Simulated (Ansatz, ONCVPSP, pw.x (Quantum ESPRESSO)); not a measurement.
# pw.x on bcc W: one setting changed

Potential: optimised norm-conserving Vanderbilt (ONCV), ONCVPSP 4.0.1.1 (patched build), PBE; core [Kr] 4d10 4f14, reference 5s2 5p6 5d4 6s2; waves: 5s+6s: rc 1.45 bohr, ncon 4, nbas 8, qcut 6.9 1/bohr, 2 projectors; 5p: rc 1.65 bohr, ncon 4, nbas 7, qcut 8 1/bohr, 2 projectors, debl 3.7 Ha; 5d: rc 2.85 bohr, ncon 4, nbas 9, qcut 6.6 1/bohr, 3 projectors, debl 2.6 Ha; f scattering state at 0.11 Ha: rc 2.90 bohr, ncon 4, nbas 8, qcut 3.8 1/bohr, 2 projectors, debl 0.9 Ha; local part: polynomial inside 1.40 bohr (lpopt 5, dvloc0 6 Ha); core correction: polynomial model core, fcfact 0.35.

The reference run (k-mesh 14³, cutoffs 120/480 Ry, Fermi–Dirac 0.01 Ry, mixing_beta 0.4, conv_thr 1e-9, no spin) gives -0.12 GPa at 16.130 Å³/atom, where all-electron LAPW gives 0.30 GPa. This run, with its own iteration cap, changes conv_thr to 1.0, a wrong or extreme entry chosen on purpose.

```
&control
  calculation='scf', prefix='x', pseudo_dir='./', outdir='./tmp', tstress=.true., disk_io='none'
/
&system
  ibrav=0, nat=1, ntyp=1, ecutwfc=120, ecutrho=480, nbnd=15,
  occupations='smearing', smearing='fd', degauss=0.01
/
&electrons
  conv_thr=1, mixing_beta=0.4, electron_maxstep=70
/
ATOMIC_SPECIES
W 1.0 W.UPF
CELL_PARAMETERS angstrom
  -1.59168867 1.59168867 1.59168867
  1.59168867 -1.59168867 1.59168867
  1.59168867 1.59168867 -1.59168867
ATOMIC_POSITIONS crystal
W 0.0000 0.0000 0.0000
K_POINTS automatic
14 14 14 0 0 0
```

```bash
pw.x < W.scf.in > W.scf.out
```

Problem. How does the run end?

Solution. It converges in 1 iterations; the free energy moves by +127.8 meV/atom and the pressure by -86.97 GPa. The result is not a property of the crystal.

```
Message from routine setup:
     using ibrav=0 with symmetry is DISCOURAGED, use correct ibrav instead
     lattice parameter (alat)  =       5.2098  a.u.
     unit-cell volume          =     108.8506 (a.u.)^3
     number of electrons       =        14.00
     number of Kohn-Sham states=           15
     kinetic-energy cutoff     =     120.0000  Ry
     charge density cutoff     =     480.0000  Ry
     scf convergence threshold =      1.0E+00
     Exchange-correlation= PBE
     number of k points=   104  Fermi-Dirac smearing, width (Ry)=  0.0100
     iteration #  1     ecut=   120.00 Ry     beta= 0.40
     the Fermi energy is    22.6043 ev
!    total energy              =    -159.57661175 Ry
     estimated scf accuracy    <       0.03883025 Ry
     smearing contrib. (-TS)   =      -0.00205188 Ry
     The total energy is F=E-TS. E is the sum of the following terms:
     one-electron contribution =     -14.80705801 Ry
     hartree contribution      =      15.46180363 Ry
     xc contribution           =     -41.65816441 Ry
     ewald contribution        =    -118.57114108 Ry
     convergence has been achieved in   1 iterations
          total   stress  (Ry/bohr**3)                   (kbar)     P=     -870.87
     Message from routine punch:
     Nothing written, as per user request (disk_io='none')
```

The run took about 32 s on one core of a shared host (Neoverse-N1, 64 threads, 124 GiB, load 58).
